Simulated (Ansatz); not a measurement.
Ansatz (a quantum-chemistry and plane-wave program) input (B3LYP-D3(BJ)/def2-TZVP):

Ansatz 0.2 input:
```yaml
crystal:
  periodic: [false, false, false]
  atoms:
    - {symbol: C, position_ang: [-0.00108478, 0.01125913, 0.11444147]}
    - {symbol: C, position_ang: [-0.01259876, 0.13076463, 1.32913478]}
    - {symbol: C, position_ang: [0.01178222, -0.12228971, -1.24299295]}
    - {symbol: H, position_ang: [-0.02261568, 0.23473201, 2.38589352]}
    - {symbol: H, position_ang: [0.94544728, -0.15717806, -1.78780376]}
    - {symbol: H, position_ang: [-0.91142373, -0.19595820, -1.80158956]}
basis:
  gaussian:
    orbitals: def2-TZVP
hamiltonian:
  xc: b3lyp
  dispersion: d3bj
magnetization: {spin_polarized: true, initial_magnetization: 1}
phonons: {temperatures: {t_min: 298.15, t_max: 298.15, t_step: 100}}
```

Output:

```
Functional definition: B3LYP
integrals: 0.02 GiB planned
672 factors; their error is unknown
mean field: 0.35 GiB planned
mean field evaluation 1: about -3152.1916 eV, gradient 3.4e1 eV
mean field evaluation 2: about -3151.0529 eV, gradient 3.6e1 eV
mean field evaluation 4: about -3157.8839 eV, gradient 3.5e0 eV
mean field evaluation 8: about -3157.9446 eV, gradient 3.0e-1 eV
mean field evaluation 16: about -3157.9451 eV, gradient 2.5e-5 eV
mean field -3157.94508500 eV, -116.0523413418 hartree, gradient 2.5e-5 eV, S^2 0.770072; 0 other end points of the search recorded, 0 dependent functions left out
the calculation of the forces begins
reference -3157.94530275 eV, -116.0523493437 hartree; 11, 10 occupied and 100, 101 virtual orbitals, 672 factors
these checks for a lower state are left out or cut short: stability, starts, cluster_reference, orbital_swaps, neighbouring_geometries, increment
integrals: 0.02 GiB planned
672 factors; their error is unknown
mean field: 0.35 GiB planned
mean field -3157.94494784 eV, -116.0523363011 hartree, gradient 1.2e-6 eV, S^2 0.770214; 0 other end points of the search recorded, 0 dependent functions left out
the calculation of the forces begins
reference -3157.94516558 eV, -116.0523443029 hartree; 11, 10 occupied and 100, 101 virtual orbitals, 672 factors
these checks for a lower state are left out or cut short: stability, starts, cluster_reference, orbital_swaps, neighbouring_geometries, increment
integrals: 0.02 GiB planned
672 factors; their error is unknown
mean field: 0.35 GiB planned
mean field evaluation 32: about -3157.9449 eV, gradient 1.2e-6 eV
mean field -3157.94494932 eV, -116.0523363555 hartree, gradient 1.2e-6 eV, S^2 0.769929; 0 other end points of the search recorded, 0 dependent functions left out
the calculation of the forces begins
reference -3157.94516706 eV, -116.0523443574 hartree; 11, 10 occupied and 100, 101 virtual orbitals, 672 factors
these checks for a lower state are left out or cut short: stability, starts, cluster_reference, orbital_swaps, neighbouring_geometries, increment
integrals: 0.02 GiB planned
672 factors; their error is unknown
mean field: 0.35 GiB planned
mean field -3157.94491942 eV, -116.0523352566 hartree, gradient 1.2e-6 eV, S^2 0.769932; 0 other end points of the search recorded, 0 dependent functions left out
the calculation of the forces begins
reference -3157.94513719 eV, -116.0523432597 hartree; 11, 10 occupied and 100, 101 virtual orbitals, 672 factors
these checks for a lower state are left out or cut short: stability, starts, cluster_reference, orbital_swaps, neighbouring_geometries, increment
integrals: 0.02 GiB planned
672 factors; their error is unknown
mean field: 0.35 GiB planned
mean field -3157.94496338 eV, -116.0523368723 hartree, gradient 1.2e-6 eV, S^2 0.770212; 0 other end points of the search recorded, 0 dependent functions left out
the calculation of the forces begins
reference -3157.94518109 eV, -116.0523448731 hartree; 11, 10 occupied and 100, 101 virtual orbitals, 672 factors
these checks for a lower state are left out or cut short: stability, starts, cluster_reference, orbital_swaps, neighbouring_geometries, increment
integrals: 0.02 GiB planned
672 factors; their error is unknown
mean field: 0.35 GiB planned
mean field -3157.94496523 eV, -116.0523369403 hartree, gradient 1.2e-6 eV, S^2 0.770065; 0 other end points of the search recorded, 0 dependent functions left out
the calculation of the forces begins
reference -3157.94518296 eV, -116.0523449418 hartree; 11, 10 occupied and 100, 101 virtual orbitals, 672 factors
these checks for a lower state are left out or cut short: stability, starts, cluster_reference, orbital_swaps, neighbouring_geometries, increment
integrals: 0.02 GiB planned
672 factors; their error is unknown
mean field: 0.35 GiB planned
mean field -3157.94493803 eV, -116.0523359407 hartree, gradient 1.2e-6 eV, S^2 0.770078; 0 other end points of the search recorded, 0 dependent functions left out
the calculation of the forces begins
reference -3157.94515579 eV, -116.0523439431 hartree; 11, 10 occupied and 100, 101 virtual orbitals, 672 factors
these checks for a lower state are left out or cut short: stability, starts, cluster_reference, orbital_swaps, neighbouring_geometries, increment
integrals: 0.02 GiB planned
672 factors; their error is unknown
mean field: 0.35 GiB planned
mean field evaluation 64: about -3157.9450 eV, gradient 2.0e-4 eV
mean field -3157.94503171 eV, -116.0523393832 hartree, gradient 1.2e-6 eV, S^2 0.770070; 0 other end points of the search recorded, 0 dependent functions left out
the calculation of the forces begins
reference -3157.94524940 eV, -116.0523473834 hartree; 11, 10 occupied and 100, 101 virtual orbitals, 672 factors
these checks for a lower state are left out or cut short: stability, starts, cluster_reference, orbital_swaps, neighbouring_geometries, increment
integrals: 0.02 GiB planned
672 factors; their error is unknown
mean field: 0.35 GiB planned
mean field -3157.94505072 eV, -116.0523400820 hartree, gradient 1.2e-6 eV, S^2 0.770073; 0 other end points of the search recorded, 0 dependent functions left out
the calculation of the forces begins
reference -3157.94526851 eV, -116.0523480856 hartree; 11, 10 occupied and 100, 101 virtual orbitals, 672 factors
these checks for a lower state are left out or cut short: stability, starts, cluster_reference, orbital_swaps, neighbouring_geometries, increment
integrals: 0.02 GiB planned
672 factors; their error is unknown
mean field: 0.35 GiB planned
mean field -3157.94502979 eV, -116.0523393129 hartree, gradient 1.2e-6 eV, S^2 0.770067; 0 other end points of the search recorded, 0 dependent functions left out
the calculation of the forces begins
reference -3157.94524751 eV, -116.0523473139 hartree; 11, 10 occupied and 100, 101 virtual orbitals, 672 factors
these checks for a lower state are left out or cut short: stability, starts, cluster_reference, orbital_swaps, neighbouring_geometries, increment
integrals: 0.02 GiB planned
672 factors; their error is unknown
mean field: 0.35 GiB planned
mean field -3157.94506157 eV, -116.0523404807 hartree, gradient 1.2e-6 eV, S^2 0.770077; 0 other end points of the search recorded, 0 dependent functions left out
the calculation of the forces begins
reference -3157.94527934 eV, -116.0523484835 hartree; 11, 10 occupied and 100, 101 virtual orbitals, 672 factors
these checks for a lower state are left out or cut short: stability, starts, cluster_reference, orbital_swaps, neighbouring_geometries, increment
integrals: 0.02 GiB planned
672 factors; their error is unknown
mean field: 0.35 GiB planned
mean field evaluation 96: about -3157.9450 eV, gradient 9.9e-7 eV
mean field -3157.94504524 eV, -116.0523398806 hartree, gradient 1.2e-6 eV, S^2 0.770077; 0 other end points of the search recorded, 0 dependent functions left out
the calculation of the forces begins
reference -3157.94526301 eV, -116.0523478836 hartree; 11, 10 occupied and 100, 101 virtual orbitals, 672 factors
these checks for a lower state are left out or cut short: stability, starts, cluster_reference, orbital_swaps, neighbouring_geometries, increment
integrals: 0.02 GiB planned
672 factors; their error is unknown
mean field: 0.35 GiB planned
mean field -3157.94503744 eV, -116.0523395938 hartree, gradient 1.2e-6 eV, S^2 0.770067; 0 other end points of the search recorded, 0 dependent functions left out
the calculation of the forces begins
reference -3157.94525515 eV, -116.0523475946 hartree; 11, 10 occupied and 100, 101 virtual orbitals, 672 factors
Total energy: -3158.08090016 eV, -116.0573324569 hartree
Atom 0 at    -0.001085     0.011259     0.114441 Å, force    -0.000001     0.000008     0.000077 eV/Å
Atom 1 at    -0.012599     0.130765     1.329135 Å, force     0.000002    -0.000025    -0.000249 eV/Å
Atom 2 at     0.011782    -0.122290    -1.242993 Å, force     0.000001    -0.000008    -0.000080 eV/Å
Atom 3 at    -0.022616     0.234732     2.385894 Å, force    -0.000002     0.000021     0.000209 eV/Å
Atom 4 at     0.945447    -0.157178    -1.787804 Å, force    -0.000063     0.000001     0.000021 eV/Å
Atom 5 at    -0.911424    -0.195958    -1.801590 Å, force     0.000063     0.000003     0.000022 eV/Å
Dipole moment:     0.000178    -0.001845    -0.018756 e Å
Vibrations: 356.78 407.98 457.38 631.68 694.54 1033.54 1092.19 1461.23 2010.60 3147.06 3235.60 3464.42 cm⁻¹, zero-point energy 1.115424 eV
```

It need not be the lowest isomer of its formula.
